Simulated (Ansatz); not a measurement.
The cluster C₃⁺. Total charge 1; doublet. Geometry r2SCAN-D4/def2-TZVP; atoms count from 1.

```xyz
3

C    -1.118   -0.061   -0.637
C     1.161   -0.015    0.484
C    -0.043    0.075    0.154
```

The charge 1 doublet is spin-contaminated (final ⟨S²⟩ up to 1.00, 0.75 for a pure state). The geometry of the doublet was relaxed on an unsound state (⟨S²⟩ 1.07, where a pure state has 0.75). The structure comes from a short search, and lower isomers may exist.

Problem. Estimate the Mulliken populations from the PBE0/def2-TZVP orbitals of Ansatz.

Solution. 
```csv
atom,charge (e),spin (α − β)
C1,0.41,-0.23
C2,0.53,1.40
C3,0.06,-0.17
```
Mulliken values and Mayer orders depend strongly on the basis.

Problem. Where does the spin sit?

Solution. Summed by element: C 1.00, of 1 unpaired in all. Largest on single atoms: C2 1.40, C1 -0.23, C3 -0.17.

Problem. And the Mayer bond orders between bonded heavy atoms (over 0.3)?

Solution. C1–C3 1.46 (1.34 Å); C2–C3 2.23 (1.25 Å). Values over 0.3 also appear between atoms too far apart for a bond (C1–C2 0.44 at 2.54 Å); they arise where an orbital or an unpaired electron spreads over both atoms.
